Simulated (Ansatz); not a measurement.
# C₂H₆B+ (SMILES B[CH+]C): single points off equilibrium

How do the functionals fare away from a minimum? The structure is a structure displaced at random from a GFN2-xTB minimum.

Method: single points in def2-TZVPP; program: Ansatz 0.2.0, Gaussian basis.

Correlated methods freeze the cores.

## (1) The system as given

SMILES `B[CH+]C`, 9 atoms, charge 1, spin multiplicity 1.

Atoms are counted from 1 here; the program's logs count them from 0.

Bond lengths: B1–C2 1.409 Å, B1–H4 1.160 Å, B1–H5 1.223 Å, C2–C3 1.597 Å, C2–H6 1.159 Å, C3–H7 1.071 Å, C3–H8 1.210 Å, C3–H9 0.950 Å. Angles: C2–B1–H4 124.6°, C2–B1–H5 117.0°, H4–B1–H5 118.2°, B1–C2–C3 135.1°, B1–C2–H6 120.9°, C3–C2–H6 103.9°, C2–C3–H7 114.5°, C2–C3–H8 102.0°, C2–C3–H9 110.9°, H7–C3–H8 110.0°, H7–C3–H9 110.7°, H8–C3–H9 108.3°.

Coordinates:

```
B    -0.50930    0.81420   -1.22720
C    -0.24190    0.38330    0.08740
C     0.59970   -0.80770    0.73860
H    -1.38430    0.42680   -1.88230
H     0.29170    1.58800   -1.73140
H    -0.61500    0.99130    1.00100
H     0.97510   -1.52260    0.03560
H    -0.21870   -1.32780    1.46200
H     1.30330   -0.46890    1.28030
```

## (2) CCSD(T)/def2-TZVPP

Contents of run/in.yaml:

```yaml
crystal:
  periodic: [false, false, false]
  atoms:
    - {symbol: B, position_ang: [-0.509300, 0.814200, -1.227200]}
    - {symbol: C, position_ang: [-0.241900, 0.383300, 0.087400]}
    - {symbol: C, position_ang: [0.599700, -0.807700, 0.738600]}
    - {symbol: H, position_ang: [-1.384300, 0.426800, -1.882300]}
    - {symbol: H, position_ang: [0.291700, 1.588000, -1.731400]}
    - {symbol: H, position_ang: [-0.615000, 0.991300, 1.001000]}
    - {symbol: H, position_ang: [0.975100, -1.522600, 0.035600]}
    - {symbol: H, position_ang: [-0.218700, -1.327800, 1.462000]}
    - {symbol: H, position_ang: [1.303300, -0.468900, 1.280300]}
basis:
  gaussian: {orbitals: def2-TZVPP}
total_charge: 1
correlation: {method: ccsd_t}
output: {forces: true}
```

No record of the launch command was kept for these runs.

## (3) PBE0-D4/def2-TZVPP

Edit run/in.yaml of step 2 so:

```diff
@@ -15,3 +15,3 @@
 total_charge: 1
-correlation: {method: ccsd_t}
-output: {forces: true}
+hamiltonian: {xc: pbe0, dispersion: d4}
+output: {forces: true, orbitals: {seedname: orbitals}}
```

## (4) wB97M-V/def2-TZVPP

Edit run/in.yaml of step 3 so:

```diff
@@ -15,3 +15,3 @@
 total_charge: 1
-hamiltonian: {xc: pbe0, dispersion: d4}
-output: {forces: true, orbitals: {seedname: orbitals}}
+hamiltonian: {xc: {name: wB97M-V}}
+output: {forces: true}
```

## (5) r2SCAN-D4/def2-TZVPP

Edit run/in.yaml of step 4 so:

```diff
@@ -15,3 +15,3 @@
 total_charge: 1
-hamiltonian: {xc: {name: wB97M-V}}
+hamiltonian: {xc: r2scan, dispersion: d4}
 output: {forces: true}
```

## (6) PBE-D4/def2-TZVPP

Edit run/in.yaml of step 5 so:

```diff
@@ -15,3 +15,3 @@
 total_charge: 1
-hamiltonian: {xc: r2scan, dispersion: d4}
+hamiltonian: {xc: pbe, dispersion: d4}
 output: {forces: true}
```

## (7) LC-wPBE/def2-TZVPP

Edit run/in.yaml of step 6 so:

```diff
@@ -15,3 +15,3 @@
 total_charge: 1
-hamiltonian: {xc: pbe, dispersion: d4}
+hamiltonian: {xc: {name: LC-wPBE}}
 output: {forces: true}
```

## (8) SPW92/def2-TZVPP

Edit run/in.yaml of step 7 so:

```diff
@@ -15,3 +15,3 @@
 total_charge: 1
-hamiltonian: {xc: {name: LC-wPBE}}
+hamiltonian: {xc: lda}
 output: {forces: true}
```

(Steps that only read results are left out.)

What does the calculation give? Wanted: energy less free atoms, CCSD(T)/def2-TZVPP; RMS force component; RMS force error; HOMO and LUMO, PBE0-D4; T1 diagnostic.

The runs gave:

| quantity | value |
| --- | --- |
| energy less free atoms, CCSD(T)/def2-TZVPP | -552.3 kcal/mol |
| RMS force component | 2.657 to 2.788 eV/Å over the methods |
| RMS force error | PBE0-D4 0.214, wB97M-V 0.131, r2SCAN-D4 0.261, PBE-D4 0.370, LC-wPBE 0.174, SPW92 0.609 eV/Å |
| HOMO and LUMO, PBE0-D4 | -16.47 and -9.81 eV |
| T1 diagnostic | 0.021 |

**Reading.** Against CCSD(T) the functionals' energies less atoms differ by -121.7 to -15.3 kcal/mol, PBE-D4 by -38.1 kcal/mol. The reference is not at the basis limit: in triple zeta CCSD(T) underbinds, which counts against methods that bind more; the gaps are no ranking. On forces the order runs from wB97M-V to SPW92. Frozen-core CCSD(T) forces in triple zeta carry basis errors of their own, and this is one geometry, so small gaps rank nothing.
